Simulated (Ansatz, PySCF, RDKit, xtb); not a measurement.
# Which structure has the formula AlNH2S?

Task: start from the formula AlNH2S, draw up candidate structures, narrow them down in stages, and characterise the one that lies lowest at 298.15 K.

The funnel: GFN2-xTB relaxations, single points with a density functional, relaxations at BLYP-D3(BJ)/def2-SVP, harmonic vibrations, and a last energy at a higher level. All values are calculated.

4 further runs of the same task are left out: 4 set aside as unsound or not needed.

### Step 1. Possible bonding patterns

All bonding patterns within simple valence rules are listed by program: one Lewis structure each, at most two rings and one unusual centre or charged pair. O–O, O–halogen and N–halogen bonds and N–N–N chains are not drawn. That gives 16 candidates.

c005 [Al][NH]S; c184 [AlH+][N-]S; c194 N#[S][AlH2]; c488 [Al][NH2+][S-] (triplet); c510 [AlH2][N]=S; c534 N[S][Al] (triplet); c549 [NH]1[AlH][S]1; c641 [Al][NH]S (triplet); c693 [NH-][Al+][SH]; c810 [N]1=[S+][AlH2-]1; c820 N=[SH][Al]; c842 N=[SH][Al] (triplet); c873 [NH2][Al+][S-]; c904 [N]1=[SH][AlH]1; c963 N[S][Al]; c986 [Al][NH2+][S-].

Candidates are built by distance geometry, with a force field where one applies, in up to four conformers (letters a to d). 10 starts with atoms placed at random are added, to find patterns that the rules miss.

**Question.** With final energies at CCSD(T)/def2-TZVPP, which structure will this search put lowest in free energy, and by what margin?

| quantity | value |
| --- | --- |
| lowest structure found | [NH2][Al+][S-], singlet |
| next finalist | [NH-][Al+][SH], singlet, 36.4 kcal/mol higher in G |
| share at equilibrium, among the finalists | 100.0 % |
| harmonic wavenumbers, lowest and highest (BLYP-D3(BJ)/def2-SVP) | 147 and 3554 cm⁻¹ |
| rotational constants, same geometry | 11.85, 0.09892, 0.0981 cm⁻¹ |
| dipole moment (PBE0/def2-TZVPD) | 5.48 D |
| HOMO energy (PBE0/def2-TZVPD) | -6.76 eV |
| LUMO energy (PBE0/def2-TZVPD) | -1.93 eV |
| HOMO–LUMO gap (PBE0/def2-TZVPD) | 4.83 eV |
| lowest excitation (TD-CAM-B3LYP/def2-SVPD) | 3.63 eV (f = 0.023) |
| strongest of the states computed, same level | 5.66 eV (f = 0.058) |
| lowest triplet excitation, same level, Tamm-Dancoff | 3.24 eV |
| vertical ionisation energy | 8.87 eV |
| vertical electron affinity | 0.53 eV |
| vertical triplet less singlet | +3.12 eV |

`[NH2][Al+][S-]` comes out lowest. Among the finalists first place is clear (36.4 kcal/mol); structures outside the list aren't covered. GFN2-xTB, HF/STO-3G, r2SCAN-D4/def2-SVP, BLYP-D3(BJ)/def2-SVP, HF/def2-TZVPP and MP2/def2-TZVPP already put its bonding pattern lowest among the structures in one piece. A large T1 diagnostic among the finalists warns that one reference determinant may not suffice. It concerns: the finalist [NH-][Al+][SH] (singlet). The search is not exhaustive (a finite list of starts, one conformer a finalist), so a lower isomer can't be ruled out.
